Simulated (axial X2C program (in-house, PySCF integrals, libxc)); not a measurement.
Bond lengths and stretching modes, held linear, of ClBCl⁻

Computed with an axial X2C code built on PySCF integrals: two-component X2C with atomic mean-field Coulomb and Gaunt terms, Gaussian nuclei, basis Cl dyall-av3z, B dyall-v3z with contracted cores. Spin-free rows use the one-electron spin-free X2C Hamiltonian.

Masses Cl 34.969, B 11.009, Cl 34.969 u. States: 2c Ω = 2 (beyond evenly filled blocks: ω = 1/2, ω = 3/2); spin-free M_S = 1, Λ = 1 (beyond evenly filled blocks: σα, π+α).

PBE0, 2c: energies above the lowest point

| r(Cl–B) (Å) | r(B–Cl) (Å) | E (meV) |
| --- | --- | --- |
| 1.9344 | 1.9344 | 18.76 |
| 1.9344 | 1.9840 | 5.40 |
| 1.9344 | 2.0336 | 2.95 |
| 1.9840 | 1.9344 | 5.40 |
| 1.9840 | 1.9840 | 0.00 |
| 1.9840 | 2.0336 | 5.76 |
| 1.9840 | 2.0832 | 20.43 |
| 2.0336 | 1.9344 | 2.95 |
| 2.0336 | 1.9840 | 5.76 |
| 2.0336 | 2.0336 | 19.85 |
| 2.0832 | 1.9840 | 20.43 |
| 2.0832 | 2.0832 | 73.74 |

Question: Fit a quadratic surface with cubic terms in each bond: where is the minimum, and what are the two stretching wavenumbers?

Answer: At PBE0, 2c: bonds 1.982 and 1.982 Å; harmonic stretches 247.7 and 264.2 cm⁻¹; force constants 0.73, 0.73 and coupling 0.53 mdyn/Å.

The other levels and Hamiltonians give:

```tsv
Hamiltonian	level	r(Cl–B) (Å)	r(B–Cl) (Å)	lower stretch (cm⁻¹)	upper stretch (cm⁻¹)
2c	LDA	1.930	1.930	239.4	347.1
spin-free	PBE0	1.982	1.982	248.0	264.0
spin-free	LDA	1.929	1.929	239.5	346.2
```

Each state is one determinant, the lowest of a limited PBE0 search; the stretches come from a fit to these few points and carry an uncertainty of a few per cent. Other orders of the atoms were not compared. Left out for rough or failed fits: HF 2c, MP2 2c, HF spin-free, MP2 spin-free. The levels spread by more than a fifth, so the stretches depend strongly on the method. For an anion the highest level of a functional can be positive, and the basis then holds the extra electron. The molecule was held linear; bending was not examined, so a bent shape may lie lower. Open-shell Ω = 0 determinants with evenly filled partner blocks cannot be reached by this program, so the Ω shown need not be the lowest component. Note: functional without a current term on a determinant with orbital currents, of the molecule or an atom. Note: several unpaired electrons, one determinant need not be a pure state.
